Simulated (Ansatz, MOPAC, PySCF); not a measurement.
Quantity: vertical ionisation energy (energy after one electron is removed minus that of the parent at the parent's geometry), in eV, for 18 gas-phase cases. Each level is set beside frozen-core CCSD(T)/def2-TZVPP (Ansatz, an electronic-structure program) at the same geometry; that level has limits of its own, so these are differences and not errors against nature. The cases were drawn at random from main-group species without core potentials whose T1 diagnostic is under 0.02 (0.04 for open shells) and whose DFT solution showed no instability where it was tested. HF, MP2 and DFT values come from PySCF or Ansatz, semi-empirical ones (differences of heats of formation) from MOPAC.

```json
[
 {"case": "`O`", "reference level": "12.55", "PBE-D3(BJ)/def2-TZVP": "12.69"},
 {"case": "`O`", "reference level": "12.54", "PBE-D3(BJ)/def2-TZVP": "12.67"},
 {"case": "`S`", "reference level": "10.30", "PBE-D3(BJ)/def2-TZVP": "10.34"},
 {"case": "`C#N`", "reference level": "13.71", "PBE-D3(BJ)/def2-TZVP": "13.74"},
 {"case": "`CO`", "reference level": "10.99", "PBE-D3(BJ)/def2-TZVP": "10.63"},
 {"case": "`N`", "reference level": "10.90", "PBE-D3(BJ)/def2-TZVP": "10.98"},
 {"case": "`CSC`", "reference level": "8.67", "PBE-D3(BJ)/def2-TZVP": "8.50"},
 {"case": "`COC`", "reference level": "10.13", "PBE-D3(BJ)/def2-TZVP": "9.71"},
 {"case": "`N`", "reference level": "10.90", "PBE-D3(BJ)/def2-TZVP": "10.98"},
 {"case": "`CN(C)C`", "reference level": "8.36", "PBE-D3(BJ)/def2-TZVP": "8.14"},
 {"case": "`COC`", "reference level": "10.12", "PBE-D3(BJ)/def2-TZVP": "9.71"},
 {"case": "`S`", "reference level": "10.29", "PBE-D3(BJ)/def2-TZVP": "10.34"},
 {"case": "`CSC`", "reference level": "8.66", "PBE-D3(BJ)/def2-TZVP": "8.48"},
 {"case": "`C`", "reference level": "14.36", "PBE-D3(BJ)/def2-TZVP": "13.95"},
 {"case": "`C#N`", "reference level": "13.70", "PBE-D3(BJ)/def2-TZVP": "13.73"},
 {"case": "`CO`", "reference level": "10.99", "PBE-D3(BJ)/def2-TZVP": "10.62"},
 {"case": "`CC#N`", "reference level": "12.45", "PBE-D3(BJ)/def2-TZVP": "12.08"},
 {"case": "`CC#N`", "reference level": "12.45", "PBE-D3(BJ)/def2-TZVP": "12.08"}
]
```

```json
[
 {"level": "B3LYP-D3(BJ)/def2-TZVP", "cases": "9", "mean signed difference": "-0.038", "mean absolute difference": "0.124", "largest": "-0.256"},
 {"level": "PBE-D3(BJ)/def2-TZVP", "cases": "18", "mean signed difference": "-0.149", "mean absolute difference": "0.214", "largest": "-0.419"},
 {"level": "PBE0-D4/def2-TZVP", "cases": "9", "mean signed difference": "-0.128", "mean absolute difference": "0.135", "largest": "-0.297"},
 {"level": "ωB97X-D3(BJ)/def2-TZVP", "cases": "9", "mean signed difference": "+0.043", "mean absolute difference": "0.095", "largest": "+0.183"},
 {"level": "frozen-core MP2/def2-TZVPP", "cases": "18", "mean signed difference": "+0.211", "mean absolute difference": "0.211", "largest": "+0.387"},
 {"level": "B3LYP/6-31G*", "cases": "18", "mean signed difference": "-0.184", "mean absolute difference": "0.202", "largest": "-0.374"},
 {"level": "PBE/6-31G*", "cases": "18", "mean signed difference": "-0.303", "mean absolute difference": "0.309", "largest": "-0.60"},
 {"level": "SVWN5/6-31G*", "cases": "15", "mean signed difference": "-0.070", "mean absolute difference": "0.233", "largest": "-0.48"},
 {"level": "minus the HOMO energy of AM1", "cases": "18", "mean signed difference": "-0.046", "mean absolute difference": "0.307", "largest": "-0.93"},
 {"level": "minus the HOMO energy of B3LYP-D3(BJ)/def2-TZVP", "cases": "9", "mean signed difference": "-3.31", "mean absolute difference": "3.31", "largest": "-3.93"},
 {"level": "minus the HOMO energy of B3LYP/6-31G*", "cases": "18", "mean signed difference": "-3.60", "mean absolute difference": "3.60", "largest": "-4.64"},
 {"level": "minus the HOMO energy of HF/3-21G", "cases": "18", "mean signed difference": "+0.426", "mean absolute difference": "0.49", "largest": "+1.01"},
 {"level": "minus the HOMO energy of HF/6-31G*", "cases": "18", "mean signed difference": "+0.55", "mean absolute difference": "0.64", "largest": "+1.26"},
 {"level": "minus the HOMO energy of HF/STO-3G", "cases": "18", "mean signed difference": "-1.54", "mean absolute difference": "1.54", "largest": "-2.75"},
 {"level": "minus the HOMO energy of PBE-D3(BJ)/def2-TZVP", "cases": "18", "mean signed difference": "-4.51", "mean absolute difference": "4.51", "largest": "-5.58"},
 {"level": "minus the HOMO energy of PBE0-D4/def2-TZVP", "cases": "9", "mean signed difference": "-3.07", "mean absolute difference": "3.07", "largest": "-3.66"},
 {"level": "minus the HOMO energy of PM3", "cases": "18", "mean signed difference": "-0.241", "mean absolute difference": "0.51", "largest": "-1.11"},
 {"level": "minus the HOMO energy of PM6", "cases": "18", "mean signed difference": "-0.45", "mean absolute difference": "0.52", "largest": "-0.85"},
 {"level": "minus the HOMO energy of PM7", "cases": "18", "mean signed difference": "-0.264", "mean absolute difference": "0.373", "largest": "-0.93"},
 {"level": "minus the HOMO energy of SVWN5/6-31G*", "cases": "18", "mean signed difference": "-4.84", "mean absolute difference": "4.84", "largest": "-6.29"},
 {"level": "minus the HOMO energy of ωB97X-D3(BJ)/def2-TZVP", "cases": "9", "mean signed difference": "-0.370", "mean absolute difference": "0.423", "largest": "-0.92"},
 {"level": "HF/6-31G*", "cases": "18", "mean signed difference": "-1.35", "mean absolute difference": "1.35", "largest": "-1.74"},
 {"level": "HF/def2-TZVPP", "cases": "18", "mean signed difference": "-1.36", "mean absolute difference": "1.36", "largest": "-1.75"}
]
```

PBE-D3(BJ)/def2-TZVP lies farthest off for `COC` (-0.419 eV); `COC` (-0.411 eV); `C` (-0.407 eV). It lies closest for `C#N` (+0.034 eV); `C#N` (+0.035 eV); `S` (+0.048 eV).
